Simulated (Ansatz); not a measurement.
**C2H4S (SMILES CC=S): single points off equilibrium**

One table from this session's results is given with a row withheld; the runs are named, their logs left out.

Method: single points in def2-TZVPP; program: Ansatz 0.2.0, Gaussian basis.

Cores are frozen in the correlated methods. B3LYP uses VWN-RPA correlation.

**The system as given**

SMILES `CC=S`, 7 atoms, charge 0, spin multiplicity 1.

Atoms are counted from 1 here; the program's logs count them from 0.

Bond lengths: C1–C2 1.548 Å, C1–H4 1.093 Å, C1–H5 1.075 Å, C1–H6 1.137 Å, C2–S3 1.552 Å, C2–H7 1.018 Å. Angles: C2–C1–H4 104.9°, C2–C1–H5 115.9°, C2–C1–H6 110.2°, H4–C1–H5 105.4°, H4–C1–H6 108.9°, H5–C1–H6 111.1°, C1–C2–S3 121.7°, C1–C2–H7 114.5°, S3–C2–H7 123.6°.

Geometry (Å):

```xyz
7
C2H4S
C    -0.58140    0.34300   -0.16790
C     0.76330   -0.40410    0.00640
S     1.09940   -1.18600    1.30460
H    -1.34520   -0.43640   -0.10700
H    -0.73460    0.81810   -1.11970
H    -0.73530    1.07720    0.68590
H     1.42360   -0.26940   -0.75720
```

The first run:

Input file run/in.yaml:

```yaml
crystal:
  periodic: [false, false, false]
  atoms:
    - {symbol: C, position_ang: [-0.581400, 0.343000, -0.167900]}
    - {symbol: C, position_ang: [0.763300, -0.404100, 0.006400]}
    - {symbol: S, position_ang: [1.099400, -1.186000, 1.304600]}
    - {symbol: H, position_ang: [-1.345200, -0.436400, -0.107000]}
    - {symbol: H, position_ang: [-0.734600, 0.818100, -1.119700]}
    - {symbol: H, position_ang: [-0.735300, 1.077200, 0.685900]}
    - {symbol: H, position_ang: [1.423600, -0.269400, -0.757200]}
basis:
  gaussian: {orbitals: def2-TZVPP}
correlation: {method: ccsd_t}
output: {forces: true}
```

No record of the launch command was kept for these runs.

Among the steps run: CCSD(T)/def2-TZVPP; PBE0-D4/def2-TZVPP; wB97M-V/def2-TZVPP; r2SCAN-D4/def2-TZVPP; PBE-D4/def2-TZVPP; CAM-B3LYP-D4/def2-TZVPP; B3LYP-D4/def2-TZVPP.

One of the session's tables, all rows but one given; the rest of the session is left out.

| method | RMS force component (eV/Å) | angle to CCSD(T) forces (°) | dipole (D) |
| --- | --- | --- | --- |
| CCSD(T) | 1.403 | reference | 1.93 |
| PBE0-D4 | 1.367 | 8.8 | 2.12 |
| wB97M-V | 1.306 | 8.0 | 2.05 |
| r2SCAN-D4 | 1.378 | 6.1 | 2.17 |
| PBE-D4 | 1.450 | 6.9 | 2.02 |
| CAM-B3LYP-D4 | 1.307 | 9.7 | 2.11 |
| B3LYP-D4 | ? | ? | ? |

Estimate the missing values for B3LYP-D4.

As computed: RMS force component (eV/Å): 1.345; angle to CCSD(T) forces (°): 5.0; dipole (D): 2.07. In the column «RMS force component (eV/Å)» it lies between CAM-B3LYP-D4 (1.307) and PBE0-D4 (1.367).
